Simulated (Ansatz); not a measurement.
The inner images of a band of H2NOSi (5 atoms, charge -1, multiplicity 1) are given out of order.

These are results of RKS r2SCANh/def2-SVP (Ansatz), not measurements.

Initial state:

```xyz
5
Properties=species:S:1:pos:R:3
N -0.695 -1.020 -0.024
Si 0.335 0.254 0.067
O 0.328 1.776 -0.290
H -1.600 -0.756 -0.425
H 1.633 -0.254 0.672
```

Final state:

```xyz
5
Properties=species:S:1:pos:R:3
N -1.129 -0.521 -0.303
Si 0.195 0.408 -0.022
O 0.471 1.922 -0.270
H -0.931 -1.481 -0.005
H 1.394 -0.329 0.600
```

**Question.** Put them in order from the first end to the last, with their energies above the first end.
A.
```xyz
5
Properties=species:S:1:pos:R:3
N -0.700 -0.940 -0.044
Si 0.326 0.321 0.048
O 0.438 1.850 -0.266
H -1.653 -0.973 -0.395
H 1.589 -0.258 0.656
```
B.
```xyz
5
Properties=species:S:1:pos:R:3
N -0.771 -0.792 -0.106
Si 0.330 0.357 0.041
O 0.543 1.881 -0.234
H -1.666 -1.161 -0.356
H 1.565 -0.286 0.654
```
C.
```xyz
5
Properties=species:S:1:pos:R:3
N -1.027 -0.447 -0.282
Si 0.330 0.340 0.045
O 0.687 1.845 -0.171
H -1.507 -1.327 -0.258
H 1.517 -0.412 0.666
```
D.
```xyz
5
Properties=species:S:1:pos:R:3
N -0.897 -0.604 -0.197
Si 0.340 0.352 0.045
O 0.623 1.868 -0.200
H -1.621 -1.278 -0.311
H 1.556 -0.338 0.663
```
E.
```xyz
5
Properties=species:S:1:pos:R:3
N -1.126 -0.355 -0.340
Si 0.296 0.348 0.030
O 0.732 1.835 -0.152
H -1.332 -1.339 -0.190
H 1.431 -0.489 0.652
```

**Answer.** A (+7.9 kJ/mol), B (+30.2 kJ/mol), D (+45.5 kJ/mol), C (+35.0 kJ/mol), E (+19.7 kJ/mol).

The run took 61 s on 1 thread of Arm Neoverse V2, on a shared host, peak memory 0.11 GiB.
